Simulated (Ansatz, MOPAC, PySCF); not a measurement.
System: C₂H₃O₂ (charge 0, doublet). SMILES: [CH2]C(=O)O
Geometry: optimised at B3LYP-D3(BJ)/def2-TZVP (Ansatz, a quantum-chemistry and plane-wave program).

Unscaled harmonic wavenumbers (cm⁻¹) in rising order, each level at the stationary point that it reaches from this structure (no distance between atoms moves by over 0.3 Å); the order of modes can differ between levels, and a negative number is imaginary. B3LYP-D3(BJ)/def2-TZVP (PySCF, at the structure above): 311, 426, 547, 582, 646, 780, 914, 993, 1192, 1359, 1467, 1693, 3175, 3294, 3741.

AM1 (MOPAC): 190, 421, 520, 573, 590, 804, 990, 1155, 1369, 1430, 1568, 2033, 3219, 3225, 3430. Zero-point energy 30.8 against 30.2 kcal/mol; where all levels lie over 400 cm⁻¹, the wavenumbers are on average 1.035 times those of B3LYP-D3(BJ)/def2-TZVP.

PM3 (MOPAC): 171, 401, 463, 498, 570, 746, 942, 1044, 1242, 1304, 1482, 1932, 3127, 3179, 3856. Zero-point energy 30.0 against 30.2 kcal/mol; where all levels lie over 400 cm⁻¹, the wavenumbers are on average 0.978 times those of B3LYP-D3(BJ)/def2-TZVP.

HF/3-21G (Ansatz): 442, 446, 528, 605, 666, 812, 962, 1079, 1209, 1473, 1549, 1609, 3359, 3479, 3892. Zero-point energy 31.6 against 30.2 kcal/mol; where all levels lie over 400 cm⁻¹, the wavenumbers are on average 1.037 times those of B3LYP-D3(BJ)/def2-TZVP.

HF/6-31G* (Ansatz): 347, 452, 576, 632, 635, 803, 993, 1082, 1335, 1494, 1598, 1906, 3364, 3485, 4067. Zero-point energy 32.6 against 30.2 kcal/mol; where all levels lie over 400 cm⁻¹, the wavenumbers are on average 1.073 times those of B3LYP-D3(BJ)/def2-TZVP.
